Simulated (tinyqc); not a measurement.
Worked calculation: Hueckel theory of the pi electrons with the omega technique, for the molecule c1ccccc1 (SMILES; centres numbered as the heavy atoms are written). Computed by tinyqc, a small Python program that keeps every step. Settings: charge = 0, omega = 1.4, damping = 0. Command: `OMP_NUM_THREADS=1 python tinyqc.py 28749 28750 out.jsonl` (the two numbers bound the seeds that draw the settings). One thread of a shared host (Intel(R) Xeon(R) Processor @ 2.60GHz), about 0.01 s of CPU time with the checks.

## The Hueckel matrix

Centres:

| centre | z_r, pi electrons of the neutral centre | h |
|---|---|---|
| 1C | 1 | 0.000000 |
| 2C | 1 | 0.000000 |
| 3C | 1 | 0.000000 |
| 4C | 1 | 0.000000 |
| 5C | 1 | 0.000000 |
| 6C | 1 | 0.000000 |

Bonds:

| i | j | k |
|---|---|---|
| 1 | 2 | 1 |
| 2 | 3 | 1 |
| 3 | 4 | 1 |
| 4 | 5 | 1 |
| 5 | 6 | 1 |
| 6 | 1 | 1 |

H_rr = alpha + h_r beta, H_rs = k_rs beta for bonded centres.

Hueckel matrix in units of beta (H = alpha + beta A):
```
          1C        2C        3C        4C        5C        6C
1C  0.000000  1.000000  0.000000  0.000000  0.000000  1.000000
2C  1.000000  0.000000  1.000000  0.000000  0.000000  0.000000
3C  0.000000  1.000000  0.000000  1.000000  0.000000  0.000000
4C  0.000000  0.000000  1.000000  0.000000  1.000000  0.000000
5C  0.000000  0.000000  0.000000  1.000000  0.000000  1.000000
6C  1.000000  0.000000  0.000000  0.000000  1.000000  0.000000
```

## Orbitals, round 1

pi electrons, sum of z_r less the charge = 6

Diagonalise; E = alpha + x beta with beta < 0, so the largest x are filled first; degenerate levels share their electrons. P = sum n_i c_ri c_si; each orbital has its largest coefficient positive (the first on a tie).

x values: 2.000000  1.000000  1.000000  -1.000000  -1.000000  -2.000000

occupations: 2.000000  2.000000  2.000000  0.000000  0.000000  0.000000

coefficients:
```
         MO1        MO2        MO3        MO4        MO5        MO6
1C  0.408248   0.577350   0.000000   0.000000   0.577350   0.408248
2C  0.408248   0.288675   0.500000   0.500000  -0.288675  -0.408248
3C  0.408248  -0.288675   0.500000  -0.500000  -0.288675   0.408248
4C  0.408248  -0.577350   0.000000   0.000000   0.577350  -0.408248
5C  0.408248  -0.288675  -0.500000   0.500000  -0.288675   0.408248
6C  0.408248   0.288675  -0.500000  -0.500000  -0.288675  -0.408248
```

charge and bond-order matrix P:
```
           1C         2C         3C         4C         5C         6C
1C   1.000000   0.666667   0.000000  -0.333333   0.000000   0.666667
2C   0.666667   1.000000   0.666667   0.000000  -0.333333   0.000000
3C   0.000000   0.666667   1.000000   0.666667   0.000000  -0.333333
4C  -0.333333   0.000000   0.666667   1.000000   0.666667   0.000000
5C   0.000000  -0.333333   0.000000   0.666667   1.000000   0.666667
6C   0.666667   0.000000  -0.333333   0.000000   0.666667   1.000000
```

Within a degenerate level the vectors are fixed only up to a rotation; this is one choice.

## Omega technique, round 1

h_r = h_r(0) + omega q_r, omega = 1.4, with q_r = z_r - P_rr.

matrix after round 1:
```
          1C        2C        3C        4C        5C        6C
1C  0.000000  1.000000  0.000000  0.000000  0.000000  1.000000
2C  1.000000  0.000000  1.000000  0.000000  0.000000  0.000000
3C  0.000000  1.000000  0.000000  1.000000  0.000000  0.000000
4C  0.000000  0.000000  1.000000  0.000000  1.000000  0.000000
5C  0.000000  0.000000  0.000000  1.000000  0.000000  1.000000
6C  1.000000  0.000000  0.000000  0.000000  1.000000  0.000000
```

## Convergence

Each round sets h_r = h_r(0) + omega (z_r - P_rr), keeping the share named as damping of the old diagonal; repeat until output and input diagonals agree to 1e-6.

Rounds:

| round | sum n x | largest \|h(out) - h(in)\| |
|---|---|---|
| 1 | 8.000000 | 3.11e-16 |

Converged in 1 rounds.

## Energy, charges, bond orders

E = sum n x; q_r = z_r - P_rr; bond order p = P_rs; free valence = sqrt(3) - sum of p over the bonds of the atom.

pi energy = 6 alpha + this times beta = 8.000000

pi charges: 1C 0.000000, 2C 0.000000, 3C 0.000000, 4C 0.000000, 5C 0.000000, 6C 0.000000

Bond orders and lengths from R = 1.517 - 0.180 p (angstrom, C-C alone):

| bond | p | R |
|---|---|---|
| 1-2 | 0.666667 | 1.397000 |
| 2-3 | 0.666667 | 1.397000 |
| 3-4 | 0.666667 | 1.397000 |
| 4-5 | 0.666667 | 1.397000 |
| 5-6 | 0.666667 | 1.397000 |
| 6-1 | 0.666667 | 1.397000 |

free valence of the carbons: 1C 0.398717, 2C 0.398717, 3C 0.398717, 4C 0.398717, 5C 0.398717, 6C 0.398717

gap between the highest filled and the next level = 2.000000 |beta|
